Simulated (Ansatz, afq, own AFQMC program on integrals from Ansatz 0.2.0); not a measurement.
# CH3AlN (doublet): quantum Monte Carlo beside coupled cluster at distance Al1–H4 along a hydrogen transfer = 1.944 Å, cc-pVDZ

Aim: compute CH3AlN (doublet) with auxiliary-field quantum Monte Carlo on the same integrals as coupled cluster, and set the energies side by side.

Method: cc-pVDZ, frozen cores; program: Ansatz 0.2.0, Gaussian basis, and an in-house AFQMC program (afq) on its integrals; all values are calculated.

The runs, in order: PBE (unrestricted); r2SCAN (unrestricted); PBE0 (unrestricted); CCSD(T) on UHF; B3LYP (unrestricted); wB97M-V (unrestricted); B2PLYP (unrestricted); CCSDT(Q) on UHF; Phaseless AFQMC, CISD trial on UHF.

**1. What is computed**

The geometry derives from fragments relaxed apart (PBE0/def2-TZVP) and kept rigid, so it is no stationary point. A hydrogen atom is moved between rigid fragments.

6 atoms, charge 0, spin multiplicity 2.

Atoms are counted from 1 here; the program's logs count them from 0.

Bond lengths: Al1–H2 1.586 Å, Al1–H3 1.586 Å, Al1–H4 1.944 Å, H4–C6 1.090 Å, N5–C6 1.160 Å. Angles: H2–Al1–H3 120.0°, H2–Al1–H4 120.0°, H3–Al1–H4 120.0°, Al1–H4–C6 180.0°, H4–C6–N5 180.0°.

**2. PBE (unrestricted)**

in.yaml

```yaml
crystal:
  periodic: [false, false, false]
  atoms:
    - {symbol: Al, position_ang: [-1.705499, 0.000000, 0.000000]}
    - {symbol: H, position_ang: [-2.498422, 1.373384, 0.000000]}
    - {symbol: H, position_ang: [-2.498422, -1.373384, 0.000000]}
    - {symbol: H, position_ang: [0.238501, 0.000000, 0.000000]}
    - {symbol: N, position_ang: [2.488585, 0.000000, 0.000000]}
    - {symbol: C, position_ang: [1.328501, 0.000000, 0.000000]}
basis:
  gaussian: {orbitals: cc-pVDZ}
magnetization: {spin_polarized: true, initial_magnetization: 1}
hamiltonian: {xc: {name: PBE}}
output: {orbitals: {seedname: orbitals}}
```

Launch:

```
> ansatz run in.yaml --threads 1 --pin off --events-out ev --progress --plain --max-ram 5632MiB --backend cpu
```

The program printed:

```text
Functional definition: PBE
  name "PBE"
  cite "Perdew, Burke & Ernzerhof, Phys. Rev. Lett. 77, 3865 (1996) doi:10.1103/PhysRevLett.77.3865"
  parent pbe
  parameter kappa = 0.804
  parameter beta = 0.06672455060314922
  exchange = pbe_x(kappa = kappa, mu = beta*pi^2/3)
  correlation = pbe_c(beta = beta)
805 factors; their error is unknown
mean field evaluation 1: about -9158.1163 eV, gradient 2.7e1 eV
mean field evaluation 2: about -9104.5291 eV, gradient 9.1e1 eV
mean field evaluation 4: about -9161.6476 eV, gradient 1.1e1 eV
mean field evaluation 8: about -9162.1674 eV, gradient 1.1e-1 eV
mean field evaluation 16: about -9162.1675 eV, gradient 4.1e-5 eV
mean field -9162.16752759 eV, -336.7034462988 hartree, gradient 4.1e-5 eV, S^2 0.751843; 3 other end points of the search recorded, 0 dependent functions left out
reference -9162.16756620 eV, -336.7034477178 hartree; 15, 14 occupied and 46, 47 virtual orbitals, 805 factors
Total energy: -9162.16756620 eV, -336.7034477178 hartree
```

It took 2.2 s on 1 thread of AMD EPYC 7R13 (Zen 3), shared host; peak memory 1.6 GiB.

From the report: ⟨S²⟩ of the determinant 0.752 (pure doublet: 0.75).

**3. r2SCAN (unrestricted)**

in.yaml, as its differences from that of step 2:

```diff
@@ -12,3 +12,2 @@
 magnetization: {spin_polarized: true, initial_magnetization: 1}
-hamiltonian: {xc: {name: PBE}}
-output: {orbitals: {seedname: orbitals}}
+hamiltonian: {xc: {name: r2SCAN}}
```

Launched as before.

The program printed:

```text
Functional definition: r2SCAN
  name "r2SCAN"
  cite "Furness, Kaplan, Ning, Perdew & Sun, J. Phys. Chem. Lett. 11, 8208 (2020) doi:10.1021/acs.jpclett.0c02405"
  cite "Furness, Kaplan, Ning, Perdew & Sun, J. Phys. Chem. Lett. 11, 9248 (2020) doi:10.1021/acs.jpclett.0c03077"
  parent r2scan
  parameter k0 = 0.174
  parameter k1 = 0.065
  parameter a1 = 4.9479
  exchange = r2scan_x(k0 = k0, k1 = k1, a1 = a1)
  correlation = r2scan_c
805 factors; their error is unknown
mean field evaluation 1: about -9163.5888 eV, gradient 2.5e1 eV
mean field evaluation 2: about -9151.7208 eV, gradient 5.4e1 eV
mean field evaluation 4: about -9166.8510 eV, gradient 2.8e0 eV
mean field evaluation 8: about -9166.8978 eV, gradient 5.5e-2 eV
mean field evaluation 16: about -9166.8648 eV, gradient 7.4e-5 eV
mean field -9166.86484229 eV, -336.8760694299 hartree, gradient 7.6e-5 eV, S^2 0.754661; 0 other end points of the search recorded, 0 dependent functions left out
reference -9166.86485651 eV, -336.8760699527 hartree; 15, 14 occupied and 46, 47 virtual orbitals, 805 factors
Total energy: -9166.86485651 eV, -336.8760699527 hartree
```

It took 2.7 s on 1 thread of AMD EPYC 7R13 (Zen 3), shared host; peak memory 1.6 GiB.

From the report: ⟨S²⟩ of the determinant 0.755 (pure doublet: 0.75).

**4. PBE0 (unrestricted)**

in.yaml, as its differences from that of step 3:

```diff
@@ -12,2 +12,3 @@
 magnetization: {spin_polarized: true, initial_magnetization: 1}
-hamiltonian: {xc: {name: r2SCAN}}
+hamiltonian: {xc: {name: PBE0}}
+output: {orbitals: {seedname: orbitals}}
```

Same command.

The program printed:

```text
Functional definition: PBE0
  name "PBE0"
  cite "Adamo & Barone, J. Chem. Phys. 110, 6158 (1999) doi:10.1063/1.478522"
  cite "Perdew, Burke & Ernzerhof, Phys. Rev. Lett. 77, 3865 (1996) doi:10.1103/PhysRevLett.77.3865"
  parent pbe
  parameter a = 0.25
  parameter kappa = 0.804
  parameter beta = 0.06672455060314922
  exchange = (1 - a)*pbe_x(kappa = kappa, mu = beta*pi^2/3) + a*exact_x
  correlation = pbe_c(beta = beta)
579 factors; integrals over basis functions are off by at most 1.3e-3 eV
mean field evaluation 1: about -9160.0297 eV, gradient 2.3e1 eV
mean field evaluation 2: about -9155.1690 eV, gradient 4.0e1 eV
mean field evaluation 4: about -9162.7423 eV, gradient 1.2e0 eV
mean field evaluation 8: about -9162.8779 eV, gradient 5.7e-2 eV
mean field evaluation 16: about -9162.8781 eV, gradient 1.3e-4 eV
mean field -9162.87807272 eV, -336.7295583505 hartree, gradient 1.7e-5 eV, S^2 0.753203; 1 other end points of the search recorded, 0 dependent functions left out
reference -9162.87810155 eV, -336.7295594100 hartree; 15, 14 occupied and 46, 47 virtual orbitals, 579 factors
Total energy: -9162.87810155 eV, -336.7295594100 hartree
```

Wall time 1.6 s (1 thread of AMD EPYC 7R13 (Zen 3), shared host); peak memory 1.6 GiB.

From the report: ⟨S²⟩ of the determinant 0.753 (pure doublet: 0.75).

**5. CCSD(T) on UHF**

in.yaml, as its differences from that of step 4:

```diff
@@ -12,3 +12,2 @@
 magnetization: {spin_polarized: true, initial_magnetization: 1}
-hamiltonian: {xc: {name: PBE0}}
-output: {orbitals: {seedname: orbitals}}
+correlation: {method: ccsd_t, electrons: outside_noble_gas, hamiltonian_folder: ham}
```

Launch:

```
> ansatz run in.yaml --threads 1 --pin off --events-out ev --progress --plain --max-ram 16896MiB --backend cuda --devices 0, --max-vram 18GiB
```

The program printed, shortened:

```text
Functional definition: HF
  name "HF"
  cite "Fock, Z. Phys. 61, 126 (1930) doi:10.1007/BF01340294"
  parent pbe
[...]
579 factors; integrals over basis functions are off by at most 1.3e-3 eV
[...]
mean field -9139.51125772 eV, -335.8708437380 hartree, gradient 2.8e-6 eV, S^2 0.829956; 5 other end points of the search recorded, 0 dependent functions left out
determinant -9139.51125772 eV, -335.8708437380 hartree, with singles and doubles -9149.74289895 eV, -336.2468496177 hartree
determinant -9137.80507501 eV, -335.8081426797 hartree, with singles and doubles -9148.30891676 eV, -336.1941517445 hartree
7 core orbitals not correlated: weight in the atoms' cores, before any rotation towards them, 1.000 or more for the frozen orbitals, at most 0.000 for the correlated occupied ones
reference -9139.51125772 eV, -335.8708437380 hartree; 8, 7 occupied and 46, 47 virtual orbitals, 579 factors
second order -9.30953222 eV of doubles, -0.00000000 eV of singles
cycle   1  -10.23079188 eV  change    8.5e-4 eV  update   1.7e-3
[...]
cycle   7  -10.23143342 eV  change   -8.5e-6 eV  update   8.6e-6
perturbative correction -0.37909618 eV, -0.0139315278 hartree
Total energy: -9150.12178733 eV, -336.2607735090 hartree
```

Run time: 6.5 s. Hardware: 1 × NVIDIA H100 80GB HBM3 with 1 thread of AMD EPYC 7R13 (Zen 3), shared host; peak host memory 1.6 GiB.

From the report: ⟨S²⟩ of the determinant 0.830 (pure doublet: 0.75); correlation -10.6105 eV; T1 0.029; largest double amplitude 0.09.

This run also writes the integrals to the folder ham.

**6. B3LYP (unrestricted)**

in.yaml, as its differences from that of step 5:

```diff
@@ -12,2 +12,2 @@
 magnetization: {spin_polarized: true, initial_magnetization: 1}
-correlation: {method: ccsd_t, electrons: outside_noble_gas, hamiltonian_folder: ham}
+hamiltonian: {xc: {name: B3LYP}}
```

Launch:

```
> ansatz run in.yaml --threads 1 --pin off --events-out ev --progress --plain --max-ram 5632MiB --backend cpu
```

The program printed, shortened:

```text
Functional definition: B3LYP
  name "B3LYP"
  cite "Stephens, Devlin, Chabalowski & Frisch, J. Phys. Chem. 98, 11623 (1994) doi:10.1021/j100096a001"
  cite "Becke, Phys. Rev. A 38, 3098 (1988) doi:10.1103/PhysRevA.38.3098"
  cite "Lee, Yang & Parr, Phys. Rev. B 37, 785 (1988) doi:10.1103/PhysRevB.37.785"
  cite "Vosko, Wilk & Nusair, Can. J. Phys. 58, 1200 (1980) doi:10.1139/p80-159"
[...]
579 factors; integrals over basis functions are off by at most 1.3e-3 eV
[...]
mean field -9169.86639381 eV, -336.9863744140 hartree, gradient 5.6e-5 eV, S^2 0.752717; 0 other end points of the search recorded, 0 dependent functions left out
reference -9169.86662929 eV, -336.9863830676 hartree; 15, 14 occupied and 46, 47 virtual orbitals, 579 factors
Total energy: -9169.86662929 eV, -336.9863830676 hartree
```

It took 1.5 s on 1 thread of AMD EPYC 7R13 (Zen 3), shared host; peak memory 1.6 GiB.

From the report: ⟨S²⟩ of the determinant 0.753 (pure doublet: 0.75).

**7. wB97M-V (unrestricted)**

in.yaml, as its differences from that of step 6:

```diff
@@ -12,2 +12,3 @@
 magnetization: {spin_polarized: true, initial_magnetization: 1}
-hamiltonian: {xc: {name: B3LYP}}
+hamiltonian: {xc: {name: wB97M-V}}
+output: {orbitals: {seedname: orbitals}}
```

Launched as before.

The program printed, shortened:

```text
Functional definition: wB97M-V
  name "wB97M-V"
  cite "Mardirossian & Head-Gordon, J. Chem. Phys. 144, 214110 (2016) doi:10.1063/1.4952647"
  cite "Becke, J. Chem. Phys. 107, 8554 (1997) doi:10.1063/1.475007"
  cite "Vydrov & Van Voorhis, J. Chem. Phys. 133, 244103 (2010) doi:10.1063/1.3521275"
  # Of w^i u^j: cxij and so on, Table III.
[...]
  gx(w, u) = 1 - cx + cx01*u + cx10*w
  gss(w, u) = css00 + css04*u^4 + css10*w + css20*w^2 + css43*w^4*u^3
  gos(w, u) = cos00 + cos10*w + (cos20 + cos21*u)*w^2 + (cos60 + cos61*u)*w^6
[...]
      + integral(e_c_pw_mod_opposite_spin*gos(b97_w_opposite, b97_u_opposite)) + vv10(b, c)
579 factors; integrals over basis functions are off by at most 1.3e-3 eV
195 factors; integrals over basis functions are off by at most 1.2e-5 eV
[...]
mean field -9167.53739673 eV, -336.9007853497 hartree, gradient 2.7e-5 eV, S^2 0.752109; 0 other end points of the search recorded, 0 dependent functions left out
reference -9167.53744127 eV, -336.9007869867 hartree; 15, 14 occupied and 46, 47 virtual orbitals, 579 factors
Total energy: -9167.53744127 eV, -336.9007869867 hartree
```

It took 6 s on 1 thread of AMD EPYC 7R13 (Zen 3), shared host; peak memory 1.6 GiB.

From the report: ⟨S²⟩ of the determinant 0.752 (pure doublet: 0.75).

**8. B2PLYP (unrestricted)**

in.yaml, as its differences from that of step 7:

```diff
@@ -12,3 +12,3 @@
 magnetization: {spin_polarized: true, initial_magnetization: 1}
-hamiltonian: {xc: {name: wB97M-V}}
-output: {orbitals: {seedname: orbitals}}
+hamiltonian: {xc: {name: B2PLYP}}
+correlation: {electrons: outside_noble_gas}
```

Launched as before.

The program printed, shortened:

```text
Functional definition: B2PLYP
  name "B2PLYP"
  cite "Grimme, J. Chem. Phys. 124, 034108 (2006) doi:10.1063/1.2148954"
  cite "Becke, Phys. Rev. A 38, 3098 (1988) doi:10.1103/PhysRevA.38.3098"
  cite "Lee, Yang & Parr, Phys. Rev. B 37, 785 (1988) doi:10.1103/PhysRevB.37.785"
[...]
579 factors; integrals over basis functions are off by at most 1.3e-3 eV
[...]
mean field -9160.11102847 eV, -336.6278713501 hartree, gradient 2.5e-6 eV, S^2 0.757052; 0 other end points of the search recorded, 0 dependent functions left out
7 core orbitals not correlated: weight in the atoms' cores, before any rotation towards them, 1.000 or more for the frozen orbitals, at most 0.000 for the correlated occupied ones
reference -9160.11117764 eV, -336.6278768317 hartree; 8, 7 occupied and 46, 47 virtual orbitals, 579 factors
second order -12.05643474 eV of doubles, -0.00000000 eV of singles
Total energy: -9163.36641501 eV, -336.7475045990 hartree
```

Run time: 1.8 s. Hardware: 1 thread of AMD EPYC 7R13 (Zen 3), shared host; peak memory 1.6 GiB.

From the report: ⟨S²⟩ of the determinant 0.757 (pure doublet: 0.75).

**9. CCSDT(Q) on UHF**

in.yaml, as its differences from that of step 8:

```diff
@@ -12,3 +12,2 @@
 magnetization: {spin_polarized: true, initial_magnetization: 1}
-hamiltonian: {xc: {name: B2PLYP}}
-correlation: {electrons: outside_noble_gas}
+correlation: {method: ccsdt_q, electrons: outside_noble_gas}
```

Launch:

```
> ansatz run in.yaml --threads 1 --pin off --events-out ev --progress --plain --max-ram 16896MiB --backend cuda --devices 0, --max-vram 18GiB
```

The program printed, shortened:

```text
Functional definition: HF
  name "HF"
  cite "Fock, Z. Phys. 61, 126 (1930) doi:10.1007/BF01340294"
  parent pbe
[...]
1106 factors; integrals over basis functions are off by at most 2.4e-7 eV
[...]
mean field -9139.51132617 eV, -335.8708462535 hartree, gradient 2.8e-6 eV, S^2 0.829955; 5 other end points of the search recorded, 0 dependent functions left out
determinant -9139.51132617 eV, -335.8708462535 hartree, with singles and doubles -9149.74295885 eV, -336.2468518190 hartree
determinant -9137.80514667 eV, -335.8081453134 hartree, with singles and doubles -9148.30897591 eV, -336.1941539182 hartree
7 core orbitals not correlated: weight in the atoms' cores, before any rotation towards them, 1.000 or more for the frozen orbitals, at most 0.000 for the correlated occupied ones
reference -9139.51132617 eV, -335.8708462535 hartree; 8, 7 occupied and 46, 47 virtual orbitals, 1106 factors
second order -9.30956959 eV of doubles, -0.00000000 eV of singles
cycle   1  -9.60747238 eV  change   -3.0e-1 eV  update   1.1e-1
[...]
cycle  19  -10.63574407 eV  change   -9.4e-7 eV  update   5.0e-7
perturbative correction -0.04302703 eV, -0.0015812144 hartree
Total energy: -9150.19009728 eV, -336.2632838534 hartree
```

Run time: 17 s. Hardware: 1 × NVIDIA H100 80GB HBM3 with 1 thread of AMD EPYC 7R13 (Zen 3), shared host; peak host memory 1.6 GiB.

From the report: ⟨S²⟩ of the determinant 0.830 (pure doublet: 0.75); correlation -10.6788 eV; T1 0.030; largest double amplitude 0.10.

**10. Phaseless AFQMC, CISD trial on UHF**

It reads the integrals that the CCSD(T) run on this determinant wrote.

Launch:

```
> afq ham --method phaseless --trial cisd --walkers 4000 --populations 20 --least-time 60 --time-step 0.005 --steps-per-block 50 --equilibration-blocks 28 --max-blocks 4000 --target-error 0.00023 --factor-cut 1e-05 --start spin_pure --seed 2374 --release-times 0.24,0.51,0.99,1.5 --release-step 0.03 --release-every 4 --taylor-order 6
```

The program printed:

```text
orbitals 54  electrons 8 7  factors 415 of 579
reference energy -335.87084374 Eh
CCSD correlation -0.37599813 Eh in 12 cycles, weight of the determinant in the CISD state 0.8257
energy of the start -336.238763 Eh
 block  time / (1/Eh)  mean weight  energy / Eh
     1     0.250  0.9995  -336.235647
     2     0.500  1.0002  -336.242026
     3     0.750  1.0001  -336.248581
     4     1.000  1.0003  -336.251857
     5     1.250  0.9999  -336.255821
     6     1.500  1.0001  -336.256725
     7     1.750  0.9999  -336.259025
     8     2.000  0.9998  -336.259433
     9     2.250  1.0001  -336.259198
    10     2.500  1.0001  -336.260944
    11     2.750  1.0002  -336.262484
    13     3.250  1.0004  -336.262368
    15     3.750  1.0002  -336.262189
    17     4.250  1.0003  -336.261256
    19     4.750  1.0002  -336.260308
    21     5.250  0.9999  -336.262688
    23     5.750  1.0000  -336.261110
    25     6.250  0.9992  -336.260681
    27     6.750  0.9997  -336.262064
    29     7.250  0.9998  -336.263389
    31     7.750  1.0002  -336.261346
    33     8.250  0.9998  -336.263675
    35     8.750  0.9995  -336.262282
    37     9.250  1.0005  -336.263161
    39     9.750  0.9999  -336.264330
    41    10.250  0.9998  -336.262104
    43    10.750  0.9998  -336.261712
    45    11.250  1.0001  -336.260249
    47    11.750  0.9999  -336.262685
    49    12.250  0.9998  -336.264279
    51    12.750  0.9998  -336.262519
    53    13.250  1.0002  -336.260591
    55    13.750  0.9999  -336.261927
    57    14.250  0.9995  -336.264373
    59    14.750  0.9995  -336.262472
    61    15.250  0.9999  -336.261548
    63    15.750  1.0003  -336.261983
    65    16.250  1.0004  -336.264197
    67    16.750  0.9998  -336.262004
    69    17.250  1.0001  -336.264115
    71    17.750  1.0002  -336.261592
    73    18.250  1.0003  -336.261635
    75    18.750  1.0001  -336.263142
    77    19.250  1.0003  -336.261587
    79    19.750  0.9999  -336.262381
    81    20.250  1.0003  -336.262637
    83    20.750  0.9999  -336.262529
    85    21.250  1.0003  -336.262491
    87    21.750  0.9999  -336.263017
error from the spread of 20 populations
released: time / (1/Eh)  energy / Eh  error  mean overlap
  0.24  -336.262595  0.000274  1.0017
  0.51  -336.262602  0.000247  1.0034
  0.99  -336.263012  0.000210  0.9989
  1.50  -336.262827  0.000373  1.0070
energy -336.262510 +/- 0.000223 Eh
```

It took 2 min on 1 × NVIDIA H100 80GB HBM3 with 2 threads of AMD EPYC 7R13 (Zen 3), shared host; peak host memory 1.6 GiB.

Energy -9150.1690 ± 0.0061 eV. Caveats: constraint bias not in the error.

**11. AFQMC on the ladder**

On the UHF determinant, counted from CCSDT(Q) (a yardstick, not exact):

```csv
level,energy (eV),from CCSDT(Q) (kJ/mol),statistical error (kJ/mol),time
HF,-9139.5113,+1030.4,,
MP2,-9148.8208,+132.1,,
CCSD,-9149.7427,+43.2,,
CCSD(T),-9150.1218,+6.6,,
CCSDT(Q),-9150.1901,0.0,,
"Phaseless AFQMC, CISD trial, step 0.005, 4000 walkers",-9150.1690,+2.0,0.6,2 min
```

The functionals' totals stand on their own zeros and serve differences with other points: PBE -9162.168 eV; r2SCAN -9166.865 eV; PBE0 -9162.878 eV; B3LYP -9169.867 eV; wB97M-V -9167.537 eV; B2PLYP -9163.366 eV.

**12. Results**

```
                                        quantity              value
                    CCSD(T) on UHF from CCSDT(Q)        +6.6 kJ/mol
Phaseless AFQMC, CISD trial on UHF from CCSDT(Q)  +2.0 ± 0.6 kJ/mol
```

In words: On UHF the phaseless walk with the CISD trial lies +2.0 kJ/mol from CCSDT(Q), 3 times its error bar. Error bars are statistical and leave out the constraint, the time step and what remains of the start.
